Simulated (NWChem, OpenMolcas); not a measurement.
# The same job for OpenMolcas

This NWChem 7.3.0 job computes C2H2F2 (vinylidene fluoride):

geom.xyz:
```
6
C2H2F2
C     -0.115900     0.471000    -0.544400
C      0.105000    -0.394600     0.420100
F     -0.454900    -0.363600     1.607600
F      0.919200    -1.422100     0.343000
H      0.394200     0.360600    -1.488400
H     -0.805600     1.284800    -0.384200
```

run.py:
```python
from ase.io import read
from ase.calculators.nwchem import NWChem

molecule = read('geom.xyz')

calc = NWChem(
    label='geom',
    theory='dft',
    memory='2200 mb',
    basis='aug-cc-pVDZ',
    basispar='spherical bse',
    dft={'xc': 'xpbe96 cpbe96', 'mult': '1', 'grid': 'fine', 'convergence': 'energy 1e-08', 'iterations': '100', 'mulliken': None, 'print': 'low'},
)
molecule.calc = calc

forces = molecule.get_forces()
print(f"energy = {molecule.get_potential_energy():.6f} eV")
print("forces (eV/A):")
for s, f in zip(molecule.symbols, forces):
    print(f"{s:2s} {f[0]:10.5f} {f[1]:10.5f} {f[2]:10.5f}")
```

```bash
$ export ASE_NWCHEM_COMMAND="nwchem PREFIX.nwi > PREFIX.nwo"
$ python run.py
```

The shape is that of a PBE0-D4/def2-TZVP optimisation.

It gives a total energy of -276.817061 Eh.

Q: Write the same calculation for OpenMolcas 26.06 as an input file of the program's own.

A: This input was run:

calc.inp:
```
>>> EXPORT MOLCAS_PRINT=2

&GATEWAY
  BasLib = $CurrDir
  Coord
  6
  angstrom
  C       -0.115900       0.471000      -0.544400
  C        0.105000      -0.394600       0.420100
  F       -0.454900      -0.363600       1.607600
  F        0.919200      -1.422100       0.343000
  H        0.394200       0.360600      -1.488400
  H       -0.805600       1.284800      -0.384200
  Basis = aug-cc-pVDZ
  Group = NoSym

&SEWARD
  GridInput
  Grid=UltraFine
  End of Grid

&SCF
  KSDFT = PBE
  Thresholds = 1e-10 1e-07 1e-07 1e-05
  PrOrbitals = 1 1

&ALASKA
```

```bash
$ export MOLCAS_MEM=1860
$ pymolcas calc.inp > calc.log
```

(Basis files named in the input come from the Basis Set Exchange and aren't shown.)

Its energy is -276.817061 Eh, the same as the first but for the last digit, at most.
